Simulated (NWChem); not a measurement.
# MP2/def2-TZVPP run of [NH4]+ (ammonium)

What is the vertical singlet–triplet gap of [NH4]+ (ammonium) at MP2/def2-TZVPP? 

The results are computed with NWChem 7.3.0.

2 further runs of the same task are left out: 2 set aside as unsound or not needed. Runs told in other sessions of the task aren't counted.

## Step 1: Starting point

[NH4]+: 5 atoms, total charge +1, spin state singlet. SMILES: `[NH4+]`. Geometry: relaxed at PBE0-D4/def2-TZVP.

Bond lengths: N1–H2 1.024 Å, N1–H3 1.024 Å, N1–H4 1.024 Å, N1–H5 1.024 Å. Angles: H2–N1–H3 109.5°, H2–N1–H4 109.5°, H2–N1–H5 109.5°, H3–N1–H4 109.5°, H3–N1–H5 109.5°, H4–N1–H5 109.5°.

## Step 2: Energy and forces at MP2/def2-TZVPP

Input file run.py:

```python
from ase import Atoms
from ase.calculators.nwchem import NWChem

system = Atoms(['N', 'H', 'H', 'H', 'H'], positions=[
    [0.000010, 0.000010, -0.000000],
    [0.453330, -0.447860, 0.801010],
    [-0.972430, 0.216180, 0.235210],
    [0.023940, -0.633460, -0.803650],
    [0.495160, 0.865130, -0.232580],
])

calc = NWChem(
    label='h4n',
    theory='mp2',
    memory='2200 mb',
    basis='def2-TZVPP',
    basispar='spherical bse',
    charge=1,
    scf={'nopen': '0', 'rhf': None, 'thresh': '1e-08', 'maxiter': '80'},
    mp2={'freeze': 'core 1', 'tight': None},
)
system.calc = calc

forces = system.get_forces()
print(f"energy = {system.get_potential_energy():.6f} eV")
print("forces (eV/A):")
for s, f in zip(system.symbols, forces):
    print(f"{s:2s} {f[0]:10.5f} {f[1]:10.5f} {f[2]:10.5f}")
```

Run with:

```console
$ export ASE_NWCHEM_COMMAND="nwchem PREFIX.nwi > PREFIX.nwo"
$ python run.py
```

The log of the run:

```text
energy = -1545.457039 eV
forces (eV/A):
N    -0.00010   -0.00046   -0.00015
H    -0.05435    0.05420   -0.09611
H     0.11657   -0.02607   -0.02818
H    -0.00293    0.07641    0.09642
H    -0.05919   -0.10408    0.02797
```

The calculator wrote h4n.nwi:

```
title "h4n"

permanent_dir h4n

scratch_dir h4n

start h4n

geometry units angstrom nocenter noautosym noautoz
  N  1.0000000000000001e-05 1.0000000000000001e-05 -0.0000000000000000e+00
  H  4.5333000000000001e-01 -4.4785999999999998e-01 8.0101000000000000e-01
  H  -9.7243000000000002e-01 2.1618000000000001e-01 2.3521000000000000e-01
  H  2.3939999999999999e-02 -6.3346000000000002e-01 -8.0364999999999998e-01
  H  4.9515999999999999e-01 8.6512999999999995e-01 -2.3258000000000001e-01
end

charge 1

memory 2200 mb

basis spherical bse noprint
   * library def2-TZVPP
end

scf
  nopen 0
  rhf
  thresh 1e-08
  maxiter 80
end
mp2
  freeze core 1
  tight
end

task mp2 gradient
```

h4n.nwo (excerpt; [...] marks lines left out):

```text
[...]
         Total SCF energy =    -56.566043611089
[...]
                         mp2 ENERGY GRADIENTS
    atom               coordinates                        gradient
                 x          y          z           x          y          z
   1 N       0.000019   0.000019   0.000000    0.000002   0.000009   0.000003
   2 H       0.856669  -0.846333   1.513689    0.001057  -0.001054   0.001869
   3 H      -1.837626   0.408521   0.444482   -0.002267   0.000507   0.000548
   4 H       0.045240  -1.197066  -1.518678    0.000057  -0.001486  -0.001875
   5 H       0.935717   1.634859  -0.439512    0.001151   0.002024  -0.000544
[...]
```

Wall time 18 s (1 thread of Intel Xeon at 2.60GHz (Ice Lake), shared host); peak memory 0.18 GiB.

## Step 3: The triplet: a single-point energy at UMP2/def2-TZVPP

Input file h4n.nw:

```
start h4n
memory stack 880 mb heap 220 mb global 1100 mb
charge 1
geometry units bohr noautosym nocenter noautoz
  N   0.00001890  0.00001890  0.00000000
  H   0.85666954 -0.84633274  1.51368952
  H  -1.83762638  0.40852099  0.44448248
  H   0.04524004 -1.19706591 -1.51867840
  H   0.93571679  1.63485876 -0.43951250
end
basis spherical bse
  * library def2-TZVPP
end
scf
  nopen 2
  uhf
  thresh 1e-08
  maxiter 80
end
mp2
  freeze core 1
  tight
end
task mp2 energy
```

Run with:

```console
$ nwchem h4n.nw > h4n.out
```

The log of the run:

```text
[...]
  functions       =    87
[...]
  wavefunction    = UHF
[...]
         Total SCF energy =    -56.054135035823
      One electron energy =   -103.235334870952
      Two electron energy =     30.805929741525
 Nuclear repulsion energy =     16.375270093604
                       Sz =      1.0000
                 Sz(Sz+1) =      2.0000
                      S^2 =      2.0067
[...]
          Total MP2 energy           -56.250513135166
[...]
```

It took 56 s on 1 thread of Intel Xeon at 2.60GHz (Ice Lake), shared host; peak memory 0.15 GiB.

## Step 4: Results

At MP2/def2-TZVPP, 1 core orbital frozen:

| quantity | value |
| --- | --- |
| singlet: total energy | -56.79450 Eh |
| singlet: HOMO energy (Hartree–Fock orbitals) | -27.19 eV |
| singlet: LUMO energy (Hartree–Fock orbitals) | -3.24 eV |
| singlet: HOMO–LUMO gap (Hartree–Fock orbitals) | 23.95 eV |
| singlet: correlation energy (1 core orbital frozen) | -228.5 mEh |
| singlet: largest force on an atom | 0.123 eV/Å |
| triplet: total energy | -56.25051 Eh |
| triplet: HOMO energy (Hartree–Fock orbitals) (highest over α and β) | -11.98 eV |
| triplet: correlation energy (1 core orbital frozen) | -196.4 mEh |
| triplet: ⟨S²⟩ of the reference determinant | 2.007 |
| vertical energy of the triplet above the singlet | 14.803 eV |

At this shape the triplet lies 14.80 eV (1428 kJ/mol) above the singlet. Mulliken charges (triplet) of the mean-field density run from -0.38 on H4 to +0.58 on N1.
